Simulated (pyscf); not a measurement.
This saddle point was located with ωB97X-D3(BJ)/def2-SVP in PySCF.

```xyz
8

N     -1.9045     0.0266     0.0731
Si    -0.3297     0.1143    -0.6038
Cl     0.7159    -1.6534    -0.9778
H     -2.7079    -0.1592    -0.5179
H     -2.0579    -0.2554     1.0349
H      0.7074     1.4954    -0.6713
H      0.4189     0.5292     0.6873
H     -0.6265     0.6059    -1.9905
```
Charge 0, spin multiplicity 2.

Surface: doublet, charge 0. Lowest wavenumbers (cm⁻¹): 488i, 175, 225, 379, 416.

**Question.** Name the species on either side of this saddle.

**Answer.** `[NH2][SiH2][Cl]` + `[H]` [doublet] ⇌ `[NH2][SiH2][Cl]` + `[H]` [doublet], a substitution at Si read from left to right: H–Si broken and H–Si formed. At CCSD(T)/def2-TZVPP + ΔMP2(QZVPP) it lies +0.53 eV from the left side and +0.53 eV from the right (each side as separated species at their lowest minima found). One saddle was located; it need not be the lowest between these sides. The angle at the attacked Si is 62° (front-side attack). The CCSD(T) − MP2 part came from Ansatz, without density fitting, on the same reference.
